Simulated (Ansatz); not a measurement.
Input file:

```yaml
crystal:
  periodic: [false, false, false]
  atoms:
    - {symbol: W, position_ang: [-0.188063, 0.001393, 0.001174]}
    - {symbol: N, position_ang: [1.961037, -0.014524, -0.012246]}
    - {symbol: H, position_ang: [2.342975, -0.961679, -0.009560]}
    - {symbol: H, position_ang: [2.358557, 0.459123, 0.800541]}
    - {symbol: H, position_ang: [2.348279, 0.450341, -0.835003]}
basis:
  gaussian: {orbitals: def2-SVP}
total_charge: 1
magnetization: {spin_polarized: true, initial_magnetization: 3}
correlation: {method: ccsdt_q, electrons: outside_noble_gas}
```

```sh
$ ansatz run in.yaml --threads 2 --pin off --events-out ev --progress --plain --max-ram 24576MiB --backend cuda --devices 0, --max-vram 18GiB
```

The program prints:

```
1193 factors; integrals over basis functions are off by at most 1.3e-7 eV
mean field evaluation 1: about -3321.8550 eV, gradient 3.2e1 eV
mean field evaluation 2: about -3321.8584 eV, gradient 3.2e1 eV
mean field evaluation 4: about -3326.5627 eV, gradient 2.4e0 eV
mean field evaluation 8: about -3326.6800 eV, gradient 2.5e-1 eV
mean field evaluation 16: about -3326.6925 eV, gradient 2.2e-2 eV
mean field evaluation 32: about -3325.9383 eV, gradient 2.2e0 eV
mean field evaluation 64: about -3326.6896 eV, gradient 1.0e-1 eV
mean field evaluation 96: about -3327.2298 eV, gradient 7.9e-3 eV
mean field evaluation 128: about -3327.2292 eV, gradient 3.6e-3 eV
mean field evaluation 160: about -3327.2296 eV, gradient 1.4e-3 eV
...
cycle  28  -8.64681932 eV  change   -3.8e-7 eV  update   6.4e-6
cycle  29  -8.64681944 eV  change   -1.2e-7 eV  update   4.7e-6
cycle  30  -8.64681677 eV  change    2.7e-6 eV  update   3.2e-6
cycle  31  -8.64681861 eV  change   -1.8e-6 eV  update   2.4e-6
cycle  32  -8.64682042 eV  change   -1.8e-6 eV  update   1.9e-6
cycle  33  -8.64682170 eV  change   -1.3e-6 eV  update   1.5e-6
cycle  34  -8.64682260 eV  change   -9.0e-7 eV  update   1.1e-6
cycle  35  -8.64682310 eV  change   -5.0e-7 eV  update   8.2e-7
cycle  36  -8.64682337 eV  change   -2.7e-7 eV  update   5.7e-7
cycle  37  -8.64682352 eV  change   -1.5e-7 eV  update   4.5e-7
WARN: the amplitudes ended 0.537 eV above the screening CCSD of this reference; a lower solution may exist
Total energy: -3334.68509589 eV, -122.5474169433 hartree
```

Ran on 2 threads of AMD EPYC 7R13 with a shared H100 80 GB, shared host: 2 min wall, 0.97 GiB peak host memory.
